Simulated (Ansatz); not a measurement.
System: fcc Sr. Method: HSE06-D3(BJ) (Ansatz, an electronic-structure program, plane waves, PAW).

Settings: plane-wave cutoff 460 eV, 10×10×10 k mesh, Fermi–Dirac smearing 0.05 eV, scalar-relativistic PAW data made under PBE.

Results at a series of volumes:

```tsv
V (Å³/atom)	E − E_lowest (meV/atom)	P (GPa)
50.218	5.42	0.663
51.540	1.38	0.323
52.257	0.31	0.152
52.861	0.00	0.015
54.183	1.05	-0.267
55.504	4.34	-0.526
```

Problem. Estimate the bulk modulus from the pressures at 52.257 and 54.183 Å³/atom, and compare it with a fit to all energies.

Solution. B = −V dP/dV. Between V = 52.257 and 54.183 Å³/atom, dP/dV = (-0.267 − (0.152))/(54.183 − 52.257) = -0.218 GPa per Å³/atom; at the midpoint 53.220 Å³/atom this gives B ≈ 11.6 GPa. The third-order Birch–Murnaghan fit gives V0 = 52.929 Å³/atom, B0 = 11.8 GPa, B′ = 2.6, which lies 2 % above that estimate.

Measured, for comparison: bulk modulus 12.5 GPa (corrected for temperature and zero-point phonon effects, our sources range from 12.0 to 12.5; as tabulated in Levämäki et al. (2014), arXiv:1402.3671); equilibrium volume per atom 55.22 Å³/atom (low-temperature or extrapolated to 0 K; zero-point anharmonic expansion removed; as tabulated in Csonka et al. (2009), arXiv:0903.4037). Computed (rounded) less measured: bulk modulus -6 % (-2 % to -6 % over the range), equilibrium volume per atom -4.1 %.

Static lattice: no zero-point or thermal effects.

Computing time: around 8 core-minutes (rough).
